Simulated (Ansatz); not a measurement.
Reaction (SMILES): CCl (CH3-Cl) → [CH3] (CH3) + Cl atom
B3LYP-D3(BJ)/def2-TZVP geometries, fixed; electronic energies without zero-point terms.
Largest species:
```xyz
5

C      0.0082     0.0133    -1.1337
Cl    -0.0048    -0.0077     0.6605
H      0.0175     1.0478    -1.4634
H      0.8997    -0.5040    -1.4752
H     -0.8852    -0.4920    -1.4879
```
Charge 0, spin multiplicity 1.

Effect of a fitting basis named in the input at PBE0/def2-TZVPP with Ansatz (an electronic-structure program), against the last row, where the bond dissociation energy is 86.96 kcal/mol. Open shells are unrestricted. The default fits or decomposes integrals by the program's own choice; accuracy: high also tightens integrals, grids and stops.

```csv
setting,largest shift of a total energy (mEh),shift of the bond dissociation energy (kcal/mol)
fitting: def2-SV(P)-JKFIT,-0.036,-0.011
fitting: def2-universal-JKFIT,-0.036,-0.011
fitting: cc-pVTZ-JKFIT,-0.014,-0.002
fitting: cc-pVQZ-JKFIT,-0.006,-0.002
fitting: cc-pV5Z-JKFIT,-0.005,-0.002
accuracy: high,-0.004,0.000
accuracy: medium (default),0.000,0.000
```

Within 0.02 kcal/mol in the bond dissociation energy: fitting: def2-SV(P)-JKFIT; fitting: def2-universal-JKFIT; fitting: cc-pVTZ-JKFIT; fitting: cc-pVQZ-JKFIT; fitting: cc-pV5Z-JKFIT; accuracy: high. The largest shift is 0.036 mEh in a total energy and 0.011 kcal/mol in the difference.
